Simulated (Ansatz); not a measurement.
The cluster Na3H3, relaxed as a singlet with RKS PBE0-D4/def2-TZVP in Ansatz, starting from the GFN1-xTB geometry. Force threshold 0.02 eV/Å.

The structure comes from a short search, and lower isomers may exist.

Start:

```xyz
6

Na    0.815   -0.339    0.052
Na    0.102    2.359    0.510
Na   -1.561   -1.812   -0.732
H     1.346    1.152    1.402
H    -0.780    0.910   -0.884
H     0.078   -2.270   -0.349
```

Estimate the energy that the relaxation releases and the steps that it takes.

18.3 kcal/mol, in 10 steps; 8.5 s on 4 threads of Arm Neoverse V2 on a shared host. The force fell under the threshold at step 8, but the optimiser went on. No frequencies were taken in this run, so the end may be a saddle point.

Does the start keep its bonding?

Bonds lost: Na1–H5 (atoms count from 1). Bonds formed: Na3–H5 (atoms count from 1). Metal–metal contacts that move far: Na2–Na3 4.66 to 3.40 Å. The end is the same structure that another start reached, the lowest one found.

Predict the relaxed structure.


```
atom    x (Å)    y (Å)    z (Å)
 Na1   1.5560  -0.9273   0.7538
 Na2  -0.1966   1.9401   0.2358
 Na3  -1.3635  -1.0111  -0.9880
  H4   1.4772   1.0932   1.0764
  H5  -1.6869   1.0096  -0.8235
  H6   0.2139  -2.1044  -0.2546
```
Bond lengths (bridged metal pairs left out): 6 × H–Na 2.05 to 2.06 Å.
